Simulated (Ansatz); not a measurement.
Structure relaxation of Cs2SrBr4

Theory: DFT PBE, scalar-relativistic, plane waves, PAW in Ansatz. Cutoff 420 eV, Γ-centred k mesh, Gaussian smearing, no spin polarisation in the final step.

The start puts Cs2SrBr4 on the sites of a reported K2PdBr4 cell (P4/mmm, No. 123), with Sr in place of Pd, Cs in place of K, at a guessed volume.

```xyz
7
Lattice="7.8170 0.0000 0.0000 0.0000 7.8170 0.0000 0.0000 0.0000 4.5463" Properties=species:S:1:pos:R:3 pbc="T T T"
Cs    3.9085    0.0000    2.2731
Cs    0.0000    3.9085    2.2731
Sr    0.0000    0.0000    0.0000
Br    1.8232    1.8232    0.0000
Br    5.9938    1.8232    0.0000
Br    5.9938    5.9938    0.0000
Br    1.8232    5.9938    0.0000
```

Cell and atoms relax at zero pressure; the relaxation can't lower the symmetry of the start. After a coarse first stage the cell is made exact in the group found at 0.06 Å.

Energies over the elements count from the elements' standard structures at the same level, with no empirical corrections.

(1) Which crystal results?

(2) What are its volume, energy, density and gap?

Results:

(1) It keeps P4/mmm (No. 123). Conventional cell: a = 8.732 Å, c = 4.734 Å. Around Cs lie 8 Br at 3.89 Å, 2 Cs at 4.73 Å and 4 Sr at 4.97 Å; Sr has 4 Br at 2.92 Å; Br is coordinated by 1 Sr at 2.92 Å.

```xyz
7
Lattice="8.7321 0.0000 0.0000 0.0000 8.7321 0.0000 0.0000 0.0000 4.7344" Properties=species:S:1:pos:R:3 pbc="T T T"
Cs    4.3661    0.0000    2.3672
Cs    0.0000    4.3661    2.3672
Sr    0.0000    0.0000    0.0000
Br    2.0659    2.0659    0.0000
Br    6.6662    2.0659    0.0000
Br    6.6662    6.6662    0.0000
Br    2.0659    6.6662    0.0000
```

(2) The volume per atom is 51.57 Å³. The density is 3.10 g/cm³ and the energy over the elements is -1.809 eV/atom. The gap on the 4×4×6 mesh is 2.82 eV.

The final run used a 4×4×6 mesh on its 7-atom cell and 0.02 eV smearing. A structure relaxed within its symmetry needn't be a true minimum. The steps took roughly 100 core-seconds in all.

Cost: 3 runs of about 1.6 core-minutes in all, on Arm Neoverse V2 (shared hosts).